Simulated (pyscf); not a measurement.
# Routes from `[GaH2][SeH]` + `[H][H]`

Candidate steps break at most two bonds and form at most two. Each was searched with GFN2-xTB (tblite) first. PySCF, gas phase, ωB97X-D3(BJ)/def2-SVP geometries. Energies: ωB97M-D3(BJ)/def2-TZVP, kJ/mol, from the separated reactants, singlet surface; ΔG‡ with ideal gas, 1 atm, RRHO with modes under 100 cm⁻¹ raised to 100, one conformer, R ln 2 for chiral ones without a mode under 150 cm⁻¹.

| products | type | ΔE‡ | ΔE | ΔG‡ 298 K | ΔG‡ 900 K | ν‡ (cm⁻¹) |
|---|---|---|---|---|---|---|
| H₂Se + GaH₃ | four-centre exchange | 121.1 | +92.0 | 155.5 | 229.3 | 1200i |
| H₂Ga–SeH + H₂ | four-centre exchange | 293.7 | 0.0 | 326.7 | 398.8 | 2675i |

Row 1: On the product side the descent ends in an adduct with a Ga–Se contact, 63.0 kJ/mol under the separated species and 71.9 kJ/mol under the saddle at ωB97X-D3(BJ)/def2-TZVP. 

Plain bond fissions and candidates not yet searched are not listed, and one of them may be faster. Each barrier is that of the saddle found; lower ones may exist. Elements up to Kr have no core potential and no relativistic terms here.
